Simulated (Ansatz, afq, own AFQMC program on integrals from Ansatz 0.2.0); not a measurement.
## CO, singlet: AFQMC among the cluster methods

```xyz
2

O     0.0000    0.0000    0.0000
C     0.0000    0.0000    1.1234
```

Basis 6-31G. Only valence electrons are correlated. Integrals, coupled cluster, full CI and functionals: Ansatz 0.2.0; the random walks run on the same integrals in our own AFQMC program. The CISD trial takes its coefficients from CCSD amplitudes. Released means that phaseless walkers are propagated on without the constraint, phases kept. Free projection: walkers drawn from exp(T), propagated without any constraint. Its projection time is finite, and what remains of the start isn't in its error. ± is one standard error of the sampling.

Determinant: RHF, the one that the program's search chose, which needn't be the lowest solution. The geometry is a point of a scan.

Full CI on the same integrals is exact in this basis and with this determinant's frozen core.

Cautions: higher spins were not checked; raised T1 diagnostic (T1 0.021, weight of the determinant 0.91, largest double 0.08); the released energies are still falling, so no released level is given (meV from the phaseless value at times in 1/Eh: -1 ± 3 at 0.24, 3 ± 3 at 0.51, 0 ± 3 at 0.99, -1 ± 3 at 1.62, -6 ± 3 at 2.40), though the last usable value meets full CI within the noise.

The T1 diagnostic is 0.0208. The weight of the determinant in the CISD state is 0.914 and the size of the correlated space is 10 electrons in 16 orbitals.

| level | correlation energy (eV) |
| --- | --- |
| MP2 | -5.6879 |
| CCSD | -5.6102 |
| CCSD(T) | -5.8320 |

Q: Estimate where free-projection AFQMC lies against CCSD(T) on the same integrals.

A: 2.9 ± 0.4 kJ/mol below CCSD(T).

Reference: full CI, correlation energy -5.865 eV.

```json
{"level": "CCSD(T)", "E − E(reference) (kJ/mol)": "3.2", "share of correlation (%)": "99.44"}
{"level": "CCSDT", "E − E(reference) (kJ/mol)": "2.0", "share of correlation (%)": "99.65"}
{"level": "CCSDT(Q)", "E − E(reference) (kJ/mol)": "-0.1", "share of correlation (%)": "100.01"}
{"level": "CCSDTQ", "E − E(reference) (kJ/mol)": "0.2", "share of correlation (%)": "99.97"}
{"level": "ph-AFQMC/CISD", "E − E(reference) (kJ/mol)": "0.6 ± 0.4", "share of correlation (%)": "99.90"}
{"level": "free AFQMC", "E − E(reference) (kJ/mol)": "0.3 ± 0.4", "share of correlation (%)": "99.95"}
```

CCSDT and higher add their correlation energy to the determinant of the CCSD(T) run, since their own runs factorise the integrals more tightly (a shift of under 2 meV). Free projections are given only where their last times agree within the noise and don't stop above the reference; a slow remainder of the start can still hide under it. A walk keeps the symmetry of its determinant, which the program's search chose and which needn't be the lowest solution, so a lower state of the same spin and another symmetry isn't excluded.
